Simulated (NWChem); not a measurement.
**One shape, several levels: doublet N2O+**

We compute a comparison of 4 runs (UHF/STO-3G, UHF/3-21G, UB3LYP/6-31G*) of doublet N2O+. 

The calculation is run with NWChem 7.3.0.

**1. Starting point**

N2O+ has 3 atoms, charge +1, and is taken as a doublet. SMILES of the parent species: `N#[N+][O-]`. Geometry: relaxed at PBE0-D4/def2-TZVP. That shape belongs to the parent species and isn't relaxed for this state.

Bond lengths: N1–N2 1.118 Å, N2–O3 1.174 Å. Angles: N1–N2–O3 180.0°.

**2. A single-point energy at UHF/STO-3G (run 1)**

File n2o.xyz:

```xyz
3
N2O hf
N     -0.511700     1.001300    -0.167900
N     -0.008400     0.016500    -0.002800
O      0.520100    -1.017800     0.170700
```

File run.py:

```python
from ase.io import read
from ase.calculators.nwchem import NWChem

system = read('n2o.xyz')

calc = NWChem(
    label='n2o',
    theory='scf',
    memory='2200 mb',
    basis='STO-3G',
    basispar='spherical bse',
    charge=1,
    scf={'nopen': '1', 'uhf': None, 'thresh': '1e-08', 'maxiter': '80'},
    task='energy',
)
system.calc = calc

print(f"energy = {system.get_potential_energy():.6f} eV")
```

Command:

```sh
$ export ASE_NWCHEM_COMMAND="nwchem PREFIX.nwi > PREFIX.nwo"
$ python run.py
```

The program printed:

```text
energy = -4921.713501 eV
```

The calculator wrote n2o.nwi:

```
title "n2o"

permanent_dir n2o

scratch_dir n2o

start n2o

geometry units angstrom nocenter noautosym noautoz
  N  -5.1170000000000004e-01 1.0013000000000001e+00 -1.6789999999999999e-01
  N  -8.3999999999999995e-03 1.6500000000000001e-02 -2.8000000000000000e-03
  O  5.2010000000000001e-01 -1.0178000000000000e+00 1.7069999999999999e-01
end

charge 1

memory 2200 mb

basis spherical bse noprint
   * library STO-3G
end

scf
  nopen 1
  uhf
  thresh 1e-08
  maxiter 80
end

task scf energy
```

n2o.nwo:

```text
Northwest Computational Chemistry Package (NWChem) 7.3.0
             --------------------------------------------------------

           Job information
           ---------------

    nwchem branch   = 7.3.0
    use scalapack   = T
    input           = n2o.nwi
    prefix          = n2o.
    data base       = n2o/n2o.db
    status          = startup
    nproc           =        1

           Memory information
           ------------------

    heap     =     72089596 doubles =      550.0 Mbytes
    stack    =     72089601 doubles =      550.0 Mbytes
    global   =    144179200 doubles =     1100.0 Mbytes (distinct from heap & stack)
    total    =    288358397 doubles =     2200.0 Mbytes
    verify   = yes
    hardfail = no

[... 116 lines left out ...]
 Convergence threshold     :          1.000E-08
[... 19 lines left out ...]
       Final UHF  results
[... 3 lines left out ...]
      One electron energy =   -358.727167786958
[... 1 line left out ...]
 Nuclear repulsion energy =     61.347866173554
[... 27 lines left out ...]
          Final beta eigenvalues
[... 133 lines left out ...]
                     UHF Final Beta Molecular Orbital Analysis
[... 150 lines left out ...]
   Mulliken analysis of the spin density
   -------------------------------------

    Atom       Charge   Shell Charges
 -----------   ------   -------------------------------------------------------
    1 N    7     0.92   0.00  0.04  0.88
    2 N    7    -0.77  -0.00 -0.09 -0.68
    3 O    8     0.85   0.00  0.02  0.84

       Multipole analysis of the density wrt the origin
       ------------------------------------------------

     L   x y z        total         alpha         beta         nuclear
     -   - - -        -----         -----         ----         -------
     0   0 0 0      1.000000    -11.000000    -10.000000     22.000000

     1   1 0 0      0.031823     -0.463731     -0.487293      0.982846
[... 8 lines of this table left out ...]
     2   0 0 2     -9.159139     -5.902801     -4.793666      1.537328

 Task  times  cpu:        0.5s     wall:        0.5s
 Total times  cpu:        0.5s     wall:        0.5s
```

Wall time 1.5 s (1 thread of Intel Xeon 6975P-C (Granite Rapids), shared host); peak memory 0.093 GiB.

**3. The energy at UHF/3-21G (run 2)**

File run.py:

```python
from ase import Atoms
from ase.calculators.nwchem import NWChem

atoms = Atoms(['N', 'N', 'O'], positions=[
    [-0.511700, 1.001300, -0.167900],
    [-0.008400, 0.016500, -0.002800],
    [0.520100, -1.017800, 0.170700],
])

calc = NWChem(
    label='calc',
    theory='scf',
    memory='2200 mb',
    basis='3-21G',
    basispar='spherical bse',
    charge=1,
    scf={'nopen': '1', 'uhf': None, 'thresh': '1e-08', 'maxiter': '80'},
    task='energy',
)
atoms.calc = calc

e = atoms.get_potential_energy()
print(f"E = {e:.6f} eV")
```

Command:

```sh
$ export ASE_NWCHEM_COMMAND="nwchem PREFIX.nwi > PREFIX.nwo"
$ python run.py
```

The program printed:

```text
E = -4957.922017 eV
```

The calculator wrote calc.nwi:

```
title "calc"

permanent_dir calc

scratch_dir calc

start calc

geometry units angstrom nocenter noautosym noautoz
  N  -5.1170000000000004e-01 1.0013000000000001e+00 -1.6789999999999999e-01
  N  -8.3999999999999995e-03 1.6500000000000001e-02 -2.8000000000000000e-03
  O  5.2010000000000001e-01 -1.0178000000000000e+00 1.7069999999999999e-01
end

charge 1

memory 2200 mb

basis spherical bse noprint
   * library 3-21G
end

scf
  nopen 1
  uhf
  thresh 1e-08
  maxiter 80
end

task scf energy
```

calc.nwo:

```text
Northwest Computational Chemistry Package (NWChem) 7.3.0
             --------------------------------------------------------

           Job information
           ---------------

    nwchem branch   = 7.3.0
    use scalapack   = T
    input           = calc.nwi
    prefix          = calc.
    data base       = calc/calc.db
    status          = startup
    nproc           =        1

           Memory information
           ------------------

    heap     =     72089596 doubles =      550.0 Mbytes
    stack    =     72089601 doubles =      550.0 Mbytes
    global   =    144179200 doubles =     1100.0 Mbytes (distinct from heap & stack)
    total    =    288358397 doubles =     2200.0 Mbytes
    verify   = yes
    hardfail = no

[... 116 lines left out ...]
 Convergence threshold     :          1.000E-08
[... 20 lines left out ...]
       Final UHF  results
[... 3 lines left out ...]
      One electron energy =   -361.158789796841
[... 1 line left out ...]
 Nuclear repulsion energy =     61.347866173554
[... 33 lines left out ...]
          Final beta eigenvalues
[... 189 lines left out ...]
                     UHF Final Beta Molecular Orbital Analysis
[... 204 lines left out ...]
   Mulliken analysis of the spin density
   -------------------------------------

    Atom       Charge   Shell Charges
 -----------   ------   -------------------------------------------------------
    1 N    7     0.97   0.00  0.01  0.47  0.09  0.40
    2 N    7    -0.87  -0.00 -0.03 -0.41 -0.09 -0.34
    3 O    8     0.90   0.00  0.01  0.44  0.03  0.41

       Multipole analysis of the density wrt the origin
       ------------------------------------------------

     L   x y z        total         alpha         beta         nuclear
     -   - - -        -----         -----         ----         -------
     0   0 0 0      1.000000    -11.000000    -10.000000     22.000000

     1   1 0 0     -0.056266     -0.513860     -0.525252      0.982846
[... 8 lines of this table left out ...]
     2   0 0 2    -10.182162     -6.172603     -5.546887      1.537328

 Task  times  cpu:        0.6s     wall:        0.6s
 Total times  cpu:        0.6s     wall:        0.6s
```

Wall time 1.6 s (1 thread of Intel Xeon 6975P-C (Granite Rapids), shared host); peak memory 0.097 GiB.

Run 3 isn't shown in full; the table further down has it.

**4. The energy at UB3LYP/6-31G(d) (Cartesian functions) (run 4)**

n2o.xyz, as its differences from that of step 2:

```diff
@@ -1,3 +1,3 @@
 3
-N2O hf
+
 N     -0.511700     1.001300    -0.167900
```

File n2o.nw:

```
start n2o
memory total 2200 mb
charge 1
geometry units angstroms noautosym nocenter noautoz
   load format xyz n2o.xyz
end
basis
   N library 6-31G*
   O library 6-31G*
end
dft
   xc b3lyp
   mult 2
   grid xfine
   convergence energy 1e-08
   iterations 100
   mulliken
   noprint "final vectors analysis"
end
task dft
```

Command:

```sh
$ nwchem n2o.nw > n2o.out
```

The program printed:

```text
[...]
          Wavefunction type:  spin polarized.
          No. of atoms     :     3
          No. of electrons :    21
[...]
          Charge           :     1
          Spin multiplicity:     2
[...]
          AO basis - number of functions:    45
[...]
              XC Information
              --------------
                         B3LYP Method XC Potential
                     Hartree-Fock (Exact) Exchange  0.200
                        Slater Exchange Functional  0.800 local
                    Becke 1988 Exchange Functional  0.720 non-local
              Lee-Yang-Parr Correlation Functional  0.810
                  VWN I RPA Correlation Functional  0.190 local
[...]
 d= 0,ls=0.0,diis     1   -184.1211288682 -2.45D+02  1.32D-02  1.94D-01     0.6
[...]
 d= 0,ls=0.0,diis    13   -184.1865082273 -1.75D-09  7.30D-07  2.22D-10     7.1
[...]
         Total DFT energy =     -184.186508227329
      One electron energy =     -363.551316543606
           Coulomb energy =      139.890914626089
    Exchange-Corr. energy =      -21.873972483365
 Nuclear repulsion energy =       61.347866173554
[...]
      Total Density - Mulliken Population Analysis
     ---------------------------------------------
    Atom       Charge   Shell Charges
 -----------   ------   -------------------------------------------------------
    1 N    7     6.72   1.99  0.95  2.12  1.02  0.60  0.03
    2 N    7     6.17   1.99  0.83  2.50  0.36  0.40  0.08
    3 O    8     8.11   1.99  0.98  2.71  1.20  1.21  0.02
[...]
      <S2> =      0.7677 (Exact =     0.7500)
[...]
```

It took 7.8 s on 1 thread of Intel Xeon 6975P-C (Granite Rapids), shared host; peak memory 0.11 GiB.

**5. The series**

| run | level | iteration cap | module | energy (Eh) | HOMO energy (eV) | LUMO energy (eV) | ⟨S²⟩ | wall time |
| --- | --- | --- | --- | --- | --- | --- | --- | --- |
| 1 | UHF/STO-3G | 80 | scf | -180.869637 | -22.74 | -7.54 | 0.981 | 1.5 s |
| 2 | UHF/3-21G | 80 | scf | -182.200275 | -23.43 | -9.19 | 0.982 | 1.6 s |
| 3 | UB3LYP/6-31G* (spherical functions) | 100 | dft | -184.182955 | -19.31 | -16.37 | 0.768 | 6.9 s |
| 4 | UB3LYP/6-31G* (Cartesian functions) | 100 | dft | -184.186508 | – | – | 0.768 | 7.8 s |

**6. Summary of results**

| quantity | value |
| --- | --- |
| run 4: total energy | -184.18651 Eh |
| run 4: ⟨S²⟩ | 0.768 |

**Reading.** In run 1 the basis is minimal, so the values are rough. Spin contamination of the reference: run 2 ⟨S²⟩ = 0.98, run 1 ⟨S²⟩ = 0.98. All runs together took 18 s, the longest 7.8 s.
